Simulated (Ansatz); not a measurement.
Born–Oppenheimer molecular dynamics of AlH$_{4}$NO (7 atoms, charge 0, multiplicity 1). It starts from a relaxed structure.

Level of theory: RKS B3LYP-D4/def2-mTZVP in Ansatz 0.2.0.

```
ensemble        : NVT, Nosé–Hoover chain
time step       : 0.5 fs
steps asked     : 150
set temperature : 200 K
thermostat      : time constant 100 fs, chain length 5
seed            : 725889
```

First frame:

```xyz
7
Properties=species:S:1:pos:R:3
Al 0.048 -0.024 -0.056
H -0.063 0.510 1.422
N 1.588 0.018 -0.923
H 1.727 -0.308 -1.871
H 2.456 0.369 -0.543
O -1.280 -0.671 -0.913
H -2.163 -0.743 -0.538
```

(1) What does the run give?

(2) What happens to the structure?

(3) How do temperature and energy run in time?

Results:

(1) All steps were run.

```json
{
 "steps done": "150",
 "time covered": "75 fs",
 "mean temperature over the second half": "111 K",
 "spread of the potential energy over the second half": "1.6 meV per atom",
 "mean potential energy of the second half above the start": "9.7 meV per atom"
}
```

The conserved energy stayed within 0.083 meV per atom of its start (net change 0.081 meV per atom), so the integration is sound. The mean temperature of the second half is 44 % below the set value. A run of 0.075 ps of so small a system gives no equilibrium averages.

(2) The same pairs are bonded in the first frame and the last. Pairs count as bonded within 1.25 times the sum of covalent radii (0.12 Å more for H–H). Another seed would give other details.

(3) 
```
time (fs)  T (K)  potential energy less start (eV)  conserved less start (meV/atom)
        0    200                             0.000                             0.00
      3.5    140                             0.039                             0.05
        7    106                             0.061                             0.07
     10.5     92                             0.071                             0.06
       14     82                             0.077                             0.05
     17.5    126                             0.049                             0.01
       21    101                             0.065                             0.04
     24.5     83                             0.077                             0.05
       28     64                             0.090                             0.06
     31.5     64                             0.091                             0.06
       35     81                             0.080                             0.03
     38.5     79                             0.082                             0.04
       42    113                             0.061                             0.02
     45.5     80                             0.083                             0.07
       49     91                             0.078                             0.07
     52.5    114                             0.064                             0.05
       56     93                             0.079                             0.04
     59.5    137                             0.051                             0.01
       63    121                             0.064                             0.06
     66.5    125                             0.064                             0.08
       70    139                             0.057                             0.06
     73.5    122                             0.070                             0.04
```

The run took 5.3 min on 1 thread of Arm Neoverse V1 (shared host), peak memory 0.13 GiB.
